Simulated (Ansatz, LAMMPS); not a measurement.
## Bulk modulus of hcp Zr: levels of theory against measurement

Reference value: 95.9 GPa (measured, zero-point energy and finite temperature contributions removed, sources range from 84.3 to 95.9; as tabulated in doi:10.1021/acs.jctc.3c00612).

```
level (code)        value (GPa)  cell (Å³/atom)
------------------  -----------  --------------
COMB comb (LAMMPS)         85.1           22.76
LDA (Ansatz)                102           21.78
PBE (Ansatz)                  …           23.39
PBEsol (Ansatz)            98.3           22.46
r²SCAN (Ansatz)            95.2           23.50
```

**Question.** Complete the blanks.

**Answer.** 
- PBE (Ansatz, an electronic-structure program), value (GPa): 93.3

Errors against the reference: COMB comb -11.3 %, LDA +6.4 %, PBE -2.7 %, PBEsol +2.5 %, r²SCAN -0.7 %.

Leaving aside COMB comb, which can be fitted to such values or carry a doubt: With a margin of 12.1 % (twice that across the reference) picked here for doubts on the reference and the settings, these levels can't be ranked.

Published values of wave-function and many-body methods: 96 ± 1 GPa (published DMC value, static lattice, c/a held at the measured value, volume alone fitted; Shin et al. (2018), arXiv:1708.09424).

Each level is taken at its own relaxed cell. Cutoffs differ between the levels. Ansatz's density-functional and Hartree–Fock values are scalar-relativistic unless marked +SOC, with PAW data made under PBE.

Empirical potentials (COMB comb) are fitted to chosen data, which need not cover the solid at hand: agreement can be built in, and what lay outside the fit can be far off.

Differences are worked out from the printed values.
